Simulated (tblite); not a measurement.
Scan of H₃, doublet: collinear H-H-H surface. Scanned: first H-H distance and second H-H distance.

Cartesian coordinates as functions of the variables (Å; names that start with a are angles):
```
H  0  0  -r1
H  0  0  0
H  0  0  r2
```

Computed with GFN2-xTB, 300 K electronic temperature in tblite.

Energy in kJ/mol above the lowest grid point; x is the first H-H distance (Å), y the second H-H distance (Å).

```csv
y \ x,0.63,0.70,0.76,0.82,0.89,0.96,1.05,1.14,1.27,1.42,1.63,1.91,2.15
2.15,74.1,41.5,31.0,30.5,38.5,53.3,78.1,106.3,148.7,196.4,257.0,322.4,363.0
1.91,72.6,38.2,25.9,23.7,29.7,42.4,64.9,90.7,129.9,174.0,229.4,287.5,322.4
1.63,73.6,35.4,19.7,14.1,16.2,25.3,43.1,64.5,97.5,135.0,181.6,229.4,257.0
1.42,81.3,38.4,18.6,9.1,6.6,11.3,23.7,40.1,66.5,96.8,135.0,174.0,196.4
1.27,95.6,47.6,23.7,10.0,3.0,3.4,10.6,22.2,42.3,66.5,97.5,129.9,148.7
1.14,118.8,64.7,35.8,17.5,5.2,0.7,2.2,8.6,22.2,40.1,64.5,90.7,106.3
1.05,144.2,84.6,51.3,28.7,12.0,3.3,0.0,2.2,10.6,23.7,43.1,64.9,78.1
0.96,181.0,114.4,75.5,47.9,25.7,12.1,3.3,0.7,3.4,11.3,25.3,42.4,53.3
0.89,220.5,147.2,103.1,70.8,43.8,25.7,12.0,5.2,3.0,6.6,16.2,29.7,38.5
0.82,272.4,191.1,141.1,103.4,70.8,47.9,28.7,17.5,10.0,9.1,14.1,23.7,30.5
0.76,329.0,239.7,183.9,141.1,103.1,75.5,51.3,35.8,23.7,18.6,19.7,25.9,31.0
0.70,401.1,302.2,239.7,191.1,147.2,114.4,84.6,64.7,47.6,38.4,35.4,38.2,41.5
0.63,513.9,401.1,329.0,272.4,220.5,181.0,144.2,118.8,95.6,81.3,73.6,72.6,74.1
```

Points that lie below all their neighbours on the grid: x = 1.05, y = 1.05 (0.0 kJ/mol).
